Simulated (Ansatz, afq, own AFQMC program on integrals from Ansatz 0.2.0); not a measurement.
AFQMC on a folder of integrals that Ansatz 0.2.0 wrote.

```yaml
crystal:
  periodic: [false, false, false]
  atoms:
    - {symbol: Al, position_ang: [0.000000, 0.000000, 0.352569]}
    - {symbol: Al, position_ang: [0.000000, 0.000000, -2.324369]}
    - {symbol: H, position_ang: [0.000000, 0.000000, 1.971799]}
basis:
  gaussian: {orbitals: cc-pVTZ}
magnetization: {spin_polarized: true, initial_magnetization: 1}
correlation: {method: ccsd_t, electrons: outside_noble_gas, hamiltonian_folder: ham}
```

```sh
$ ansatz run in.yaml --threads 1 --pin off --events-out ev --progress --plain --max-ram 15360MiB --backend cuda --devices 0, --max-vram 18GiB
```

Options of the walk:

```
--method phaseless --trial hf --walkers 1600 --populations 20 --least-time 40 --time-step 0.005 --steps-per-block 20 --equilibration-blocks 112 --max-blocks 4000 --target-error 0.0008 --factor-cut 1e-05 --start spin_pure --seed 5386 --taylor-order 6
```

Times are imaginary, in 1/Eh. The walk had a cap of 97 s. With eight or more populations the least sampling time is a fifth of least-time, and the error comes from their spread.

Output of the walk:

```
orbitals 72  electrons 4 3  factors 485 of 517
reference energy -484.36023879 Eh
CCSD correlation -0.14456840 Eh in 13 cycles, weight of the determinant in the CISD state 0.8524
energy of the start -484.360759 Eh
 block  time / (1/Eh)  mean weight  energy / Eh
     1     0.100  1.0002  -484.379279
     2     0.200  1.0005  -484.394133
     3     0.300  1.0003  -484.405952
     4     0.400  1.0003  -484.416080
     5     0.500  1.0005  -484.426402
     8     0.800  1.0002  -484.446997
    17     1.700  1.0002  -484.482055
    41     4.100  1.0001  -484.502501
    65     6.500  0.9998  -484.513348
    73     7.300  1.0005  -484.522011
    89     8.900  1.0000  -484.512484
   113    11.300  1.0004  -484.510366
   137    13.700  1.0000  -484.506170
   161    16.100  0.9996  -484.505076
   185    18.500  1.0001  -484.510860
   209    20.900  0.9997  -484.511622
   233    23.300  1.0000  -484.515512
   257    25.700  0.9995  -484.512716
   281    28.100  0.9994  -484.505029
   305    30.500  1.0004  -484.515223
   329    32.900  0.9997  -484.501729
   345    34.500  1.0003  -484.504784
error from the spread of 20 populations
energy -484.508331 +/- 0.000768 Eh
(rows thinned)
```

The run passed its tests (sampling time, drift between the halves within three errors, error under three times the target), which doesn't prove that it has relaxed.

Against this walk (error 20.9 meV) on the same determinant: CCSD(T) 75.5 meV lower, CCSDT(Q) 130.8 meV lower, a separate phaseless walk with a CISD trial and standard settings 96.9 ± 21.3 meV lower. The error is statistical and leaves out the bias of the constraint. CCSDT(Q) is the surest value here, so the walk's 131 meV above it is most likely the bias of the constraint with this trial, which can have either sign.

Cautions: constraint bias not in the error; an unrestricted solution with more broken spin lies lower (43 meV, ⟨S²⟩ 1.13).

The walk took 21 s on 2 threads of a server CPU with a shared H100 80 GB, shared host (the card was shared). The log's last line is the phaseless energy.

CCSDT and higher add their correlation energy to the determinant of the CCSD(T) run, since their own runs factorise the integrals more tightly (a shift of under 2 meV). A walk keeps the symmetry of its determinant, which the program's search chose and which needn't be the lowest solution, so a lower state of the same spin and another symmetry isn't excluded.
